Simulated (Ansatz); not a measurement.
Two structures, one formula

Two relaxed structures of C2H4S, closed shell (PBE0-D4/def2-TZVP; forces vanish, vibrations not checked).

A:

```
7
angstrom
C -0.5087 0.0988 -0.4288
C 0.5856 -0.1747 0.5129
S -1.1121 -0.5255 1.1758
H -0.7010 -0.6239 -1.2209
H -0.9217 1.0885 -0.6440
H 0.8457 0.7370 1.0677
H -1.1918 -1.8530 0.9346
```

B:

C1  (-0.525, 0.134, -0.508)
C2  (0.609, -0.047, 0.422)
S3  (-0.892, -0.916, 0.909)
H4  (-0.486, -0.373, -1.466)
H5  (-1.028, 1.094, -0.519)
H6  (0.889, 0.788, 1.054)
H7  (1.432, -0.679, 0.108)
(Å)

Computed with Ansatz 0.2.0 (basis: def2-TZVPP); correlated methods freeze the cores. B3LYP uses VWN-RPA correlation.

Task: Which structure is lower at CCSD(T), and by how much? (An estimate is asked for; the value comes from the calculation.)

Result: Computed: B, by 269.2 kJ/mol (electronic energy, against the other). By their contacts, A is C₂H₄S ([CH]1[CH2][SH]1) and B is C₂H₄S (C1CS1).

All methods give the same order:

```csv
method,E(B) − E(A) (kJ/mol)
PBE-D4,-257.1
r2SCAN-D4,-261.4
PBE0-D4,-267.5
B3LYP-D4,-264.5
wB97M-V,-267.1
HF,-276.7
MP2,-277.2
CCSD,-273.0
CCSD(T),-269.2
```

The T1 diagnostic stays at or below 0.015.

Labels in which every atom is bracketed show which atoms are joined, not bond orders.

For scale, one of the runs: CCSD(T)/def2-TZVPP, 160 basis functions, launched by `ansatz run in.yaml --threads 2 --pin off --events-out ev --progress --plain --max-ram 4352MiB`. Time: 23 s of wall clock on 2 CPU threads of an AMD EPYC 9R14; the host was shared. Peak host memory: 1.2 GiB.
